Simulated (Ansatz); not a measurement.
Born–Oppenheimer molecular dynamics of H₅NSi (7 atoms, charge 0, multiplicity 1). It starts at the highest image of a converged band. Of that band: Neighbouring images differ by up to 1.4 eV, so the band resolves the path poorly. A vibrational analysis at the climbing image gives one clearly imaginary mode, 1423i cm⁻¹: a first-order saddle point.

Level of theory: Ansatz, RKS r2SCAN-D4/def2-SVP.

```json
{"ensemble": "NVE (velocity Verlet)", "time step": "0.5 fs", "steps asked": "200", "starting velocities drawn for": "100 K", "seed": "8570"}
```

First frame:

```xyz
7
Properties=species:S:1:pos:R:3
Si 0.286 0.126 -0.236
N 0.957 -0.088 1.540
H 0.525 -0.637 2.290
H 1.501 0.688 1.915
H 1.684 -0.401 0.412
H -0.609 1.344 -0.281
H -0.670 -1.032 -0.255
```

(1) How far do the bonds stretch over the last three quarters of this one trajectory? (Pairs bonded in most of those frames.)

## Answers

(1) 
| bond | mean (Å) | spread (Å) | shortest | longest |
| --- | --- | --- | --- | --- |
| Si1–N2 | 1.747 | 0.055 | 1.65 | 1.83 |
| Si1–H5 | 1.615 | 0.188 | 1.28 | 1.89 |
| Si1–H6 | 1.547 | 0.083 | 1.40 | 1.70 |
| Si1–H7 | 1.519 | 0.035 | 1.46 | 1.58 |
| N2–H3 | 1.020 | 0.019 | 0.98 | 1.05 |
| N2–H4 | 1.021 | 0.016 | 0.99 | 1.05 |

Pairs bonded in part of these frames only: Si1–H5 78 %.

Mean temperature of the second half: 2259 K. The conserved energy stayed within 0.95 meV per atom of its start (net change -0.34 meV per atom), so the integration is sound. The kinetic energy rose, since the run started high on the potential surface and went downhill. A run of 0.1 ps of so small a system gives no equilibrium averages. The orbitals stay closed-shell, which can raise the energy where a bond breaks towards radicals; this wasn't checked here.

Run time: 6.6 min on 1 thread of Arm Neoverse V1 (shared host), peak memory 0.1 GiB.
